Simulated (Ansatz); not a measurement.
I need a rigid scan of one bond angle of C2H4O2, SMILES COC=O. Use Ansatz's Python interface. Use (for the species named): PBE0, def2-SVP basis, multiplicity 1.

```xyz
8

C     0.0467    0.9664   -0.0916
O     0.0584   -0.0847    0.8123
C    -0.0396   -1.2971    0.2051
O    -0.0395   -1.5107   -0.9796
H    -0.9511    0.9958   -0.6624
H     0.0611    1.9555    0.4697
H     0.8684    0.9795   -0.7964
H     0.0878   -2.0618    0.9872
```

Script `c2h4o2.py`:
```python
# -*- coding: utf-8 -*-
"""Energy of C2H4O2 against one bond angle."""

from dataclasses import dataclass

import ansatz as az
from ase import Atoms


@dataclass(frozen=True)
class Settings:
    basis_set: str = "def2-SVP"
    xc: str = "pbe0"
    force_tol: float = 0.02


opts = Settings()

atoms = Atoms(["C", "O", "C", "O", "H", "H", "H", "H"], positions=[
    (0.0467, 0.9664, -0.0916),
    (0.0584, -0.0847, 0.8123),
    (-0.0396, -1.2971, 0.2051),
    (-0.0395, -1.5107, -0.9796),
    (-0.9511, 0.9958, -0.6624),
    (0.0611, 1.9555, 0.4697),
    (0.8684, 0.9795, -0.7964),
    (0.0878, -2.0618, 0.9872),
])

# start the scan from a relaxed geometry
first = (
    az.Crystal.molecule_from_ase(atoms).calculation()
    .basis(gaussian=opts.basis_set)
    .functional(opts.xc)
    .scf(lower_state_search="off")
    .relax(force_tolerance=opts.force_tol, max_steps=80)
)
atoms.positions = first.run(threads=1, backend="cpu").report["positions_ang"]

rows = []
for angle in [85, 95, 105, 115, 125, 140, 160]:
    bent = atoms.copy()
    bent.set_angle(0, 1, 2, angle, indices=[2, 3, 7])
    calc = (
        az.Crystal.molecule_from_ase(bent).calculation()
        .basis(gaussian=opts.basis_set)
        .functional(opts.xc)
        .scf(lower_state_search="off")
    )
    rows.append((angle, calc.run(threads=1, backend="cpu").report["free_energy_ev"]))
floor = min(e for _, e in rows)
for angle, e in rows:
    print(f"angle C0-O1-C2 = {angle:3d} deg   {1000 * (e - floor):9.1f} meV")
```

```console
$ python c2h4o2.py
angle C0-O1-C2 =  85 deg      2738.2 meV
angle C0-O1-C2 =  95 deg       886.9 meV
angle C0-O1-C2 = 105 deg       178.5 meV
angle C0-O1-C2 = 115 deg         0.0 meV
angle C0-O1-C2 = 125 deg        78.6 meV
angle C0-O1-C2 = 140 deg       423.2 meV
angle C0-O1-C2 = 160 deg       971.6 meV
```

Caveats:
- These settings explore the input space; basis and method may be short of convergence.
- The scan is rigid, and the energies are electronic, in a modest basis. The zero is the lowest point of the grid, which needn't be the minimum.
- Wall time of the script: 21 s on 1 thread of Arm Neoverse V2, on a shared host, peak memory 0.21 GiB.
